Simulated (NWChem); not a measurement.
System: difluoromethane (CH₂F₂); SMILES C(F)F

Here is an NWChem input.

```
start job
memory heap 200 mb stack 900 mb global 1100 mb
geometry units angstroms noautoz
  F      1.097610     0.000000    -0.288676
  C      0.000000     0.000000     0.499574
  F     -1.097610     0.000000    -0.288676
  H      0.000000     0.911829     1.103085
  H      0.000000    -0.911829     1.103085
end
basis spherical
  * library def2-svpd
end
dft
  xc bhlyp
  iterations 150
  vectors input atomic output neutral.movecs
end
task dft energy
charge 1
dft
  odft
  mult 2
  vectors input atomic output cation.movecs
end
task dft energy
charge -1
dft
  odft
  mult 2
  vectors input atomic output anion.movecs
end
task dft energy
```

NWChem printed, in part:

```
             Northwest Computational Chemistry Package (NWChem) 7.3.0
             --------------------------------------------------------

 C2V symmetry detected

                             Geometry "geometry" -> ""
                             -------------------------

 Output coordinates in angstroms (scale by  1.889725989 to convert to a.u.)

  No.       Tag          Charge          X              Y              Z
 ---- ---------------- ---------- -------------- -------------- --------------
    1 F                    9.0000     1.09761000     0.00000000    -0.28896238
    2 C                    6.0000     0.00000000     0.00000000     0.49928762
    3 F                    9.0000    -1.09761000     0.00000000    -0.28896238
    4 H                    1.0000     0.00000000     0.91182900     1.10279862
    5 H                    1.0000     0.00000000    -0.91182900     1.10279862

 Effective nuclear repulsion energy (a.u.)      77.4731869342

      Symmetry information
      --------------------

 Group name             C2v
 Group number             16
 Group order               4
 No. of unique centers     3

                                 NWChem DFT Module
                                 -----------------

 Summary of "ao basis" -> "ao basis" (spherical)
 ------------------------------------------------------------------------------
       Tag                 Description            Shells   Functions and Types
 ---------------- ------------------------------  ------  ---------------------
 F                         def2-svpd                 9       23   4s3p2d
 C                         def2-svpd                 8       20   4s2p2d
 H                         def2-svpd                 4        8   2s2p

      Symmetry analysis of basis
      --------------------------

        a1         32
        a2         11
        b1         22
        b2         17

            General Information
            -------------------
          SCF calculation type: DFT
          Wavefunction type:  closed shell.
          No. of atoms     :     5
          No. of electrons :    26
           Alpha electrons :    13
            Beta electrons :    13
          Charge           :     0
          Spin multiplicity:     1
          Use of symmetry is: on ; symmetry adaption is: on
          Maximum number of iterations: 150
          AO basis - number of functions:    82
                     number of shells:    34
          Convergence on energy requested:  1.00D-06
          Convergence on density requested:  1.00D-05
          Convergence on gradient requested:  5.00D-04

              XC Information
              --------------
                        BHLYP Method XC Functional
                     Hartree-Fock (Exact) Exchange  0.500
                        Slater Exchange Functional  0.500 local
                    Becke 1988 Exchange Functional  0.500 non-local
              Lee-Yang-Parr Correlation Functional  1.000

             Grid Information
             ----------------
          Grid used for XC integration:  medium
          Radial quadrature: Mura-Knowles
          Angular quadrature: Lebedev.
          Tag              B.-S. Rad. Rad. Pts. Rad. Cut. Ang. Pts.
          ---              ---------- --------- --------- ---------
          F                   0.50       49           9.0       434
          C                   0.70       49           8.0       434
          H                   0.35       45           8.0       434
          Grid pruning is: on
          Number of quadrature shells:   143
          Spatial weights used:  Erf1

      Superposition of Atomic Density Guess
      -------------------------------------

 Sum of atomic energies:        -237.21808071

      Non-variational initial energy
      ------------------------------

 Total energy =    -238.105692
 1-e energy   =    -483.082326
 2-e energy   =     167.503447
 HOMO         =      -0.396443
 LUMO         =       0.087229

      Symmetry analysis of molecular orbitals - initial
      -------------------------------------------------

  Numbering of irreducible representations:

     1 a1          2 a2          3 b1          4 b2

  Orbital symmetries:

     1 a1          2 b1          3 a1          4 a1          5 b1
     6 a1          7 b1          8 a1          9 b2         10 a2
    11 b1         12 a1         13 b2         14 a1         15 b1
    16 a1         17 b2         18 a1         19 b1         20 a1
    21 a2         22 b2         23 b1

   convergence    iter        energy       DeltaE   RMS-Dens  Diis-err
 ---------------- ----- ----------------- --------- --------- ---------
 d= 0,ls=0.0,diis     1   -238.6410721913 -3.16D+02  1.37D-02  6.97D-01
 d= 0,ls=0.0,diis     2   -238.6606357505 -1.96D-02  5.79D-03  6.82D-01
 d= 0,ls=0.0,diis     3   -238.7183182476 -5.77D-02  6.57D-04  7.30D-03
 d= 0,ls=0.0,diis     4   -238.7188642242 -5.46D-04  2.52D-04  1.06D-03
 d= 0,ls=0.0,diis     5   -238.7189640826 -9.99D-05  4.60D-05  6.86D-06
  Resetting Diis
 d= 0,ls=0.0,diis     6   -238.7189652269 -1.14D-06  5.25D-06  1.14D-07
 d= 0,ls=0.0,diis     7   -238.7189652555 -2.86D-08  8.72D-07  3.90D-09

         Total DFT energy =     -238.718965255450
      One electron energy =     -484.373090163182
           Coulomb energy =      195.154684030120
    Exchange-Corr. energy =      -26.973746056583
 Nuclear repulsion energy =       77.473186934195

 Numeric. integr. density =       26.000002070079

                  Occupations of the irreducible representations
                  ----------------------------------------------

                     irrep           alpha         beta
                     --------     --------     --------
                     a1                6.0          6.0
                     a2                1.0          1.0
                     b1                4.0          4.0
                     b2                2.0          2.0

                       DFT Final Molecular Orbital Analysis
                       ------------------------------------

 Vector   11  Occ=2.000000D+00  E=-5.142247D-01  Symmetry=a1
              MO Center= -1.8D-14,  8.2D-16,  2.5D-03, r^2= 1.8D+00
   Bfn.  Coefficient  Atom+Function         Bfn.  Coefficient  Atom+Function
  ----- ------------  ---------------      ----- ------------  ---------------
     7      0.422012  1 F  pz                50      0.422012  3 F  pz
    10     -0.276156  1 F  pz                53     -0.276156  3 F  pz
    30      0.218066  2 C  pz                67      0.167286  4 H  s
    75      0.167286  5 H  s                 26      0.105672  2 C  s
    25      0.082950  2 C  s                 27      0.062856  2 C  s

 Vector   12  Occ=2.000000D+00  E=-5.116090D-01  Symmetry=b1
              MO Center=  1.6D-14,  5.2D-16, -2.5D-01, r^2= 1.7D+00
   Bfn.  Coefficient  Atom+Function         Bfn.  Coefficient  Atom+Function
  ----- ------------  ---------------      ----- ------------  ---------------
     5      0.393541  1 F  px                48      0.393541  3 F  px
     7      0.291260  1 F  pz                50     -0.291260  3 F  pz
     8     -0.261731  1 F  px                51     -0.261731  3 F  px
    10     -0.196378  1 F  pz                53      0.196378  3 F  pz
    11     -0.057907  1 F  px                54     -0.057907  3 F  px

 Vector   13  Occ=2.000000D+00  E=-4.367783D-01  Symmetry=b2
              MO Center= -1.5D-14, -7.3D-16,  3.4D-01, r^2= 1.8D+00
   Bfn.  Coefficient  Atom+Function         Bfn.  Coefficient  Atom+Function
  ----- ------------  ---------------      ----- ------------  ---------------
     6      0.354172  1 F  py                49      0.354172  3 F  py
    29      0.333828  2 C  py                67      0.289987  4 H  s
    75     -0.289987  5 H  s                  9     -0.241050  1 F  py
    52     -0.241050  3 F  py                68      0.175952  4 H  s
    76     -0.175952  5 H  s                 32      0.063668  2 C  py

 Vector   14  Occ=0.000000D+00  E= 4.389236D-02  Symmetry=a1
              MO Center= -2.6D-14, -2.2D-14,  1.0D+00, r^2= 7.3D+00
   Bfn.  Coefficient  Atom+Function         Bfn.  Coefficient  Atom+Function
  ----- ------------  ---------------      ----- ------------  ---------------
    27      4.802992  2 C  s                 26      2.532634  2 C  s
    68     -1.887218  4 H  s                 76     -1.887218  5 H  s
     4     -1.592142  1 F  s                 47     -1.592142  3 F  s
    73      0.512951  4 H  py                81     -0.512951  5 H  py
    11      0.466227  1 F  px                54     -0.466227  3 F  px

 Vector   15  Occ=0.000000D+00  E= 9.094698D-02  Symmetry=b1
              MO Center=  6.7D-15,  8.4D-17,  4.3D-01, r^2= 6.8D+00
   Bfn.  Coefficient  Atom+Function         Bfn.  Coefficient  Atom+Function
  ----- ------------  ---------------      ----- ------------  ---------------
    11      1.001923  1 F  px                54      1.001923  3 F  px
     4     -0.893946  1 F  s                 47      0.893946  3 F  s
    72      0.479981  4 H  px                80      0.479981  5 H  px
    28      0.229720  2 C  px                13     -0.172608  1 F  pz
    56      0.172608  3 F  pz                 2     -0.132498  1 F  s

 Vector   16  Occ=0.000000D+00  E= 1.000641D-01  Symmetry=a1
              MO Center=  4.9D-14,  8.9D-14, -5.0D-02, r^2= 7.4D+00
   Bfn.  Coefficient  Atom+Function         Bfn.  Coefficient  Atom+Function
  ----- ------------  ---------------      ----- ------------  ---------------
    68     -1.106905  4 H  s                 76     -1.106905  5 H  s
    27     -1.068129  2 C  s                  4      1.035933  1 F  s
    47      1.035933  3 F  s                 13      0.886927  1 F  pz
    56      0.886927  3 F  pz                74      0.839341  4 H  pz
    82      0.839341  5 H  pz                26      0.740682  2 C  s

     Multipole analysis of the density
     ---------------------------------

     L   x y z        total         alpha         beta         nuclear
     -   - - -        -----         -----         ----         -------
     0   0 0 0     -0.000000    -13.000000    -13.000000     26.000000

     1   1 0 0      0.000000      0.000000      0.000000      0.000000
     1   0 1 0      0.000000      0.000000      0.000000      0.000000
     1   0 0 1      0.821698      0.410849      0.410849      0.000000

     2   2 0 0    -14.427817    -45.933993    -45.933993     77.440168
     2   1 1 0      0.000000      0.000000      0.000000      0.000000
     2   1 0 1     -0.000000     -0.000000     -0.000000      0.000000
     2   0 2 0    -11.376020     -8.657107     -8.657107      5.938195
     2   0 1 1     -0.000000     -0.000000     -0.000000      0.000000
     2   0 0 2    -11.429365    -15.411988    -15.411988     19.394611

                                 NWChem DFT Module
                                 -----------------

      Symmetry analysis of basis
      --------------------------

        a1         32
        a2         11
        b1         22
        b2         17

            General Information
            -------------------
          SCF calculation type: DFT
          Wavefunction type:  spin polarized.
          No. of atoms     :     5
          No. of electrons :    25
           Alpha electrons :    13
            Beta electrons :    12
          Charge           :     1
          Spin multiplicity:     2
          Use of symmetry is: on ; symmetry adaption is: on
          Maximum number of iterations: 150
          AO basis - number of functions:    82
                     number of shells:    34
          Convergence on energy requested:  1.00D-06
          Convergence on density requested:  1.00D-05
          Convergence on gradient requested:  5.00D-04

              XC Information
              --------------
                        BHLYP Method XC Functional
                     Hartree-Fock (Exact) Exchange  0.500
                        Slater Exchange Functional  0.500 local
                    Becke 1988 Exchange Functional  0.500 non-local
              Lee-Yang-Parr Correlation Functional  1.000

             Grid Information
             ----------------
          Grid used for XC integration:  medium
          Radial quadrature: Mura-Knowles
          Angular quadrature: Lebedev.
          Tag              B.-S. Rad. Rad. Pts. Rad. Cut. Ang. Pts.
          ---              ---------- --------- --------- ---------
          F                   0.50       49           9.0       434
          C                   0.70       49           8.0       434
          H                   0.35       45           8.0       434
          Grid pruning is: on
          Number of quadrature shells:   143
          Spatial weights used:  Erf1

      Superposition of Atomic Density Guess
      -------------------------------------

 Sum of atomic energies:        -237.21808071

 Renormalizing density from      26.00 to     25

      Non-variational initial energy
      ------------------------------

 Total energy =    -232.162697
 1-e energy   =    -464.502236
 2-e energy   =     154.866352
 HOMO         =      -0.779871
 LUMO         =      -0.211335

   Symmetry analysis of molecular orbitals - initial alpha
   -------------------------------------------------------

  Numbering of irreducible representations:

     1 a1          2 a2          3 b1          4 b2

  Orbital symmetries:

     1 a1          2 b1          3 a1          4 a1          5 b1
     6 a1          7 b1          8 a1          9 b2         10 a2
    11 b1         12 a1         13 b2         14 a1         15 b1
    16 a1         17 b2         18 a1         19 b1         20 b2
    21 a1         22 a2         23 b1

   Symmetry analysis of molecular orbitals - initial beta
   ------------------------------------------------------

  Numbering of irreducible representations:

     1 a1          2 a2          3 b1          4 b2

  Orbital symmetries:

     1 a1          2 b1          3 a1          4 a1          5 b1
     6 a1          7 b1          8 a1          9 b2         10 a2
    11 b1         12 a1         13 b2         14 a1         15 b1
    16 a1         17 b2         18 a1         19 b1         20 b2
    21 a1         22 a2         23 b1

   convergence    iter        energy       DeltaE   RMS-Dens  Diis-err
 ---------------- ----- ----------------- --------- --------- ---------
 d= 0,ls=0.0,diis     1   -237.9366705898 -3.15D+02  1.19D-02  6.99D-01
                                                     1.15D-02  7.32D-01
 d= 0,ls=0.0,diis     2   -237.7013364564  2.35D-01  7.13D-03  1.65D+00
                                                     6.63D-03  1.46D+00
 d= 0,ls=0.0,diis     3   -238.2182016571 -5.17D-01  6.23D-04  2.32D-03
                                                     4.81D-04  1.17D-03
 d= 0,ls=0.0,diis     4   -238.2196153209 -1.41D-03  2.56D-04  5.05D-04
                                                     2.44D-04  2.20D-04
 d= 0,ls=0.0,diis     5   -238.2199343844 -3.19D-04  1.30D-04  9.96D-05
                                                     1.51D-04  4.24D-05
  Resetting Diis
 d= 0,ls=0.0,diis     6   -238.2200385448 -1.04D-04  7.73D-05  1.78D-05
                                                     6.95D-05  6.27D-06
 d= 0,ls=0.0,diis     7   -238.2200570608 -1.85D-05  1.99D-05  1.49D-06
                                                     1.07D-05  6.54D-07
 d= 0,ls=0.0,diis     8   -238.2200578884 -8.28D-07  3.83D-06  3.85D-07
                                                     8.34D-06  9.26D-07

         Total DFT energy =     -238.220057888356
      One electron energy =     -475.396712325665
           Coulomb energy =      186.194355343868
    Exchange-Corr. energy =      -26.490887840753
 Nuclear repulsion energy =       77.473186934195

 Numeric. integr. density =       25.000001925236

[...]
```

Level: BHandHLYP/def2-SVPD, vertical spin-unrestricted ions. The geometry was optimised at PBE0-D3(BJ)/def2-TZVP.
